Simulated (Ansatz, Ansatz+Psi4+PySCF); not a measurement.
```tsv
atom	x (Å)	y (Å)	z (Å)
C	0.0000	0.0000	-0.6988
C	0.0000	0.0000	0.6988
H	0.0000	-0.9420	-1.0719
H	-0.8158	0.4710	-1.0719
H	0.8158	0.4710	-1.0719
H	0.0000	0.9420	1.0719
H	-0.8158	-0.4710	1.0719
H	0.8158	-0.4710	1.0719
```

Basis set: cc-pVTZ (spherical functions). Frozen core: 2 orbitals. Charge 0, multiplicity 1.

Computed with Ansatz (development build ahead of 0.2.0); each method stands on the lowest determinant of its kind that the runs found. Restricted open shells among the atoms or ions are ROHF, correlated in semicanonical orbitals with singles.

Problem. Give the atomization energy at this shape (free ground-state atoms in the same class of orbitals less the molecule, no zero-point energy) of singlet C₂H₆ by RHF-MP2, RHF.

Solution.

```csv
method,atomization energy
RHF-MP2,2831.0 kJ/mol
RHF,2239.2 kJ/mol
```

Caution: no unrestricted run beside it, a lower state can exist; the shape is not the minimum.
